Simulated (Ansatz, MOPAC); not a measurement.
Molecule: C$_{2}$H$_{3}$O$_{2}$ (charge 0, doublet). SMILES: OC(=O)[CH2]

Atoms: C1, O2, O3, H4, C5, H6, H7. Bonds: C1-O2, C1-O3, C1-C5, O3-H4, C5-H6, C5-H7.

Bond lengths (Å) and angles (degrees) optimised at AM1 with MOPAC; PM7 with MOPAC; MNDO with MOPAC; PBE/6-31G* with Ansatz (a quantum-chemistry and plane-wave program); B3LYP/LANL2DZ with Ansatz; B3LYP/6-31G* with Ansatz, each started from the B3LYP-D3(BJ)/def2-TZVP structure (Ansatz) of the last column. A row stands for all coordinates that are equal there; 11 of 13 kinds are shown. 6-31G* holds six Cartesian d functions. No wavenumbers were computed at MNDO, PBE/6-31G*, B3LYP/LANL2DZ, so these may be saddle points.

| coordinate | AM1 | PM7 | MNDO | PBE/6-31G* | B3LYP/LANL2DZ | B3LYP/6-31G* | B3LYP-D3(BJ)/def2-TZVP |
|---|---|---|---|---|---|---|---|
| C1-O2 | 1.239 | 1.208 | 1.236 | 1.234 | 1.257 | 1.223 | 1.215 |
| C1-O3 | 1.367 | 1.363 | 1.360 | 1.375 | 1.397 | 1.364 | 1.361 |
| C1-C5 | 1.445 | 1.446 | 1.470 | 1.449 | 1.444 | 1.446 | 1.441 |
| O3-H4 | 0.971 | 0.989 | 0.949 | 0.985 | 0.984 | 0.975 | 0.969 |
| C5-H6 | 1.091 | 1.072 | 1.082 | 1.092 | 1.084 | 1.083 | 1.079 |
| C5-H7 | 1.092 | 1.072 | 1.083 | 1.090 | 1.085 | 1.082 | 1.078 |
| O2-C1-O3 | 116.3 | 120.3 | 118.6 | 122.5 | 121.5 | 122.4 | 122.3 |
| O2-C1-C5 | 128.8 | 128.6 | 126.3 | 125.1 | 125.7 | 124.9 | 124.8 |
| O3-C1-C5 | 114.9 | 111.0 | 115.2 | 112.4 | 112.8 | 112.8 | 112.9 |
| C1-O3-H4 | 109.3 | 113.3 | 115.4 | 104.5 | 110.3 | 105.7 | 106.7 |
| C1-C5-H6 | 120.1 | 121.3 | 122.0 | 121.4 | 120.6 | 121.3 | 121.1 |

Mean signed difference of all 6 bond lengths from B3LYP-D3(BJ)/def2-TZVP: AM1 0.010 Å, PM7 0.001 Å, MNDO 0.006 Å, PBE/6-31G* 0.013 Å, B3LYP/LANL2DZ 0.018 Å, B3LYP/6-31G* 0.005 Å.
